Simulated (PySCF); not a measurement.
1,2-dichloroethane, C2H4Cl2.
Structure used (PBE0-D3(BJ)/def2-TZVP), in Å, numbered top down from 1:
```
atom  x, y, z in Å
Cl1   -1.5102    1.2128    0.9244
C2    -0.6922   -0.1975    0.2065
C3     0.6993    0.1970   -0.2153
Cl4    1.5175   -1.2129   -0.9324
H5    -1.2860   -0.5255   -0.6447
H6    -0.6702   -0.9844    0.9580
H7     0.6767    0.9839   -0.9669
H8     1.2924    0.5264    0.6359
```

Method: TDDFT CAM-B3LYP/aug-cc-pVTZ, vertical, gas phase, core orbitals frozen in the response (PySCF 2.14.0, density-fitted response routines). Geometry: PBE0-D3(BJ)/def2-TZVP, one conformer, isolated molecule.

Transition dipole moments from the ground state, in atomic units and in the frame of the coordinates above (overall signs are arbitrary), for the states with f of 0.002 or more among the lowest 10:

| state | E (eV) | μx | μy | μz |
| --- | --- | --- | --- | --- |
| S1 | 7.325 | -0.348 | 0.005 | 0.135 |
| S3 | 7.366 | -0.046 | 0.034 | -0.119 |
| S5 | 7.718 | 0.168 | -0.125 | 0.436 |
| S8 | 8.037 | -0.607 | -0.077 | 0.211 |
| S9 | 8.519 | -0.079 | 0.059 | -0.206 |
| S10 | 8.524 | -0.146 | -0.306 | -0.032 |

Work out the oscillator strengths.

f = (2/3) ΔE |μ|² with ΔE in hartree (27.2114 eV).

```csv
state,|μ|² (au),|μ| (D),f
S1,0.139,0.95,0.025
S3,0.017,0.34,0.003
S5,0.234,1.23,0.044
S8,0.419,1.64,0.082
S9,0.052,0.58,0.011
S10,0.116,0.87,0.024
```

Label these states by symmetry in C2h.

The ground state is totally symmetric, so the direction of μ fixes the label. Polarised along the twofold axis, so Au: S3, S5 and S9. Polarised across the twofold axis, so Bu: S1, S8 and S10.

Which bond between heavy atoms lies closest to the direction of the S8 transition dipole?

C2–C3, at 9° from it; next C3–Cl4 and Cl1–C2 at 62°.

What angle do the transition dipoles of S1 and S9 make?

|cos θ| = |μa·μb| / (|μa| |μb|) = 0.00, so θ ≈ 90° (taken between 0 and 90°, since the signs are arbitrary).

How is the summed strength of these states shared among x, y and z?

(2/3) Σ ΔE μα² gives 0.106 for x, 0.025 for y and 0.060 for z, 0.190 in all.

What peak molar absorption coefficient would the strongest computed level give as a lone Gaussian band 0.3 eV wide at half height?

ε(max) = 2.175×10⁸ f / FWHM, with the width in cm⁻¹. S8: 2.175×10⁸ × 0.0825 / 2420 ≈ 7400 L mol⁻¹ cm⁻¹.

Time: 61 s wall; peak memory 1.1 GiB. Hardware: an Arm Neoverse N1 with one thread, shared host.

Without π bonds the low states may be Rydberg-like; a valence basis with one diffuse set may place them up to an eV too high.
